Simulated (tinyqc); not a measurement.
Worked calculation: CCD on RHF in the sto-6g basis, frozen core, for NH3, spin multiplicity 1. One step of it, computed by the program tinyqc.

Task: Orthogonalisation. S = U s U^T; canonical form X = U s^(-1/2), so that X^T S X = 1. Each column of U has its largest component positive (the first on a tie).

overlap S, lower triangle:
```
           1N 1s     1N 2s     1N 2px     1N 2py     1N 2pz     2H 1s     3H 1s     4H 1s
1N 1s   1.000000
1N 2s   0.229416  1.000000
1N 2px  0.000000  0.000000   1.000000
1N 2py  0.000000  0.000000   0.000000   1.000000
1N 2pz  0.000000  0.000000   0.000000   0.000000   1.000000
2H 1s   0.053671  0.465098   0.419418   0.000000  -0.042854  1.000000
3H 1s   0.053743  0.465450  -0.209731   0.363454  -0.042899  0.156727  1.000000
4H 1s   0.053743  0.465450  -0.209731  -0.363454  -0.042899  0.156727  0.156763  1.000000
```

Give: eigenvalues of S; X.

Result:

eigenvalues of S: 0.3115  0.4017  0.4020  0.9633  1.0112  1.4413  1.4416  2.0274

X:
```
              1        2        3        4        5        6        7        8
1N 1s   -0.3129   0.0000  -0.0006   0.8584   0.4625   0.0000   0.0000   0.1464
1N 2s    1.3813   0.0000   0.0021  -0.0389   0.0755   0.0001   0.0000   0.4432
1N 2px  -0.0020   0.0000   1.0277   0.0001   0.0000   0.6318   0.0000  -0.0001
1N 2py   0.0000   1.0282   0.0000   0.0000   0.0000   0.0000   0.6318   0.0000
1N 2pz  -0.1177   0.0000  -0.0002  -0.4909   0.8673   0.0000   0.0000  -0.0378
2H 1s   -0.6277   0.0000  -0.9779  -0.1401  -0.0754   0.4433   0.0000   0.3020
3H 1s   -0.6309  -0.8463   0.4874  -0.1400  -0.0754  -0.2215   0.3838   0.3022
4H 1s   -0.6309   0.8463   0.4874  -0.1400  -0.0754  -0.2215  -0.3838   0.3022
```
